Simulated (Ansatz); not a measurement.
A relaxed structure of MgO. All values below come from PBEsol (plane waves to 420 eV, PAW, scalar-relativistic; Ansatz, a program for electronic structure).

```xyz
2
Lattice="0.0000 2.1071 2.1071 2.1071 0.0000 2.1071 2.1071 2.1071 0.0000" Properties=species:S:1:pos:R:3 pbc="T T T"
Mg     2.1071     2.1071     2.1071
O      0.0000     0.0000     0.0000
```

Task: Find the space group and the Wyckoff positions (tolerance 0.01 Å).

Result: Space group Fm-3m (No. 225); a = b = c = 4.214 Å, α = β = γ = 90.00°

| atom | site | symmetry | x | y | z |
|---|---|---|---|---|---|
| Mg | 4b | m-3m | 0.5000 | 0.5000 | 0.5000 |
| O | 4a | m-3m | 0.0000 | 0.0000 | 0.0000 |

This is the rock salt type.

Task: Give the shortest distances between elements (the closest pairs, up to four, under 3.6 Å).

Result: Mg–O 2.11 Å; Mg–Mg 2.98 Å; O–O 2.98 Å.

```yaml
volume_per_atom: 9.35 Å³
band_gap: 4.62 eV, direct at Γ (no spin-orbit coupling)
magnetic_moment: zero (the starting moments vanished)
```

No spin polarisation in the result: the starting moments vanished.

Measured for MgO: a 4.189 Å (static lattice; corrected from measurement; as listed in Daniel Mejia-Rodriguez, S. B. Trickey, Phys. Rev. B (2018)); gap 8.36 eV (static lattice; corrected from measurement; as listed in Wei Chen et al., Physical Review Materials (2018)). Computed minus measured — a: PBEsol +0.6 %; gap: PBEsol -3.74 eV. The computed values are for a static lattice, and a measured gap can be an optical one, lowered by exciton binding.

It was reached from a disturbed copy of a P4/mmm (No. 123) cell, against which it lies -2.45 eV/atom.
